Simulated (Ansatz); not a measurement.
# H3O: the cost of one run

Method: the levels named in each step, in Ansatz 0.2.0.

## (1) The starting structure

Bond lengths: O1–H3 0.959 Å, O1–H4 1.008 Å. Angles: H3–O1–H4 101.8°.

As a file:

```xyz
4

O     0.0382   -0.1729    0.0681
H    -1.0305    2.0530   -0.6326
H     0.9039    0.0314   -0.2911
H    -0.4805    0.6608   -0.1580
```

## (2) A rough first relaxation, PBE-D4/def2-SVPD

This run stands in another session on the same molecule. It ended at:

```xyz
4

O     0.0576   -0.2256    0.0849
H    -0.9878    1.8231   -0.5385
H     0.9542   -0.0612   -0.2630
H    -0.5928    1.0360   -0.2970
```

## (3) Relaxation, HF/STO-3G

The input, input.yaml:

```yaml
crystal:
  periodic: [false, false, false]
  atoms:
    - { symbol: O, position_ang: [0.05757723, -0.22560958, 0.08489244] }
    - { symbol: H, position_ang: [-0.98784697, 1.82307213, -0.53846383] }
    - { symbol: H, position_ang: [0.95419365, -0.06121472, -0.26299479] }
    - { symbol: H, position_ang: [-0.5927839, 1.03596217, -0.29696383] }
total_charge: -1
basis:
  gaussian: { orbitals: STO-3G }
hamiltonian:
  xc: hf
relax:
  f_tol: 0.002
  max_steps: 150
```

The run is started by

```
ansatz run input.yaml --threads 1 --pin off --max-ram 2560MiB --backend cpu --events-out ev --progress --plain --runs-dir out
```

**Question.** How long does this run take on 1 thread of Intel Xeon at 2.50GHz (Skylake/Cascade Lake), shared host, and how much memory does it need?

About 1.9 s, with a peak of 0.082 GiB.
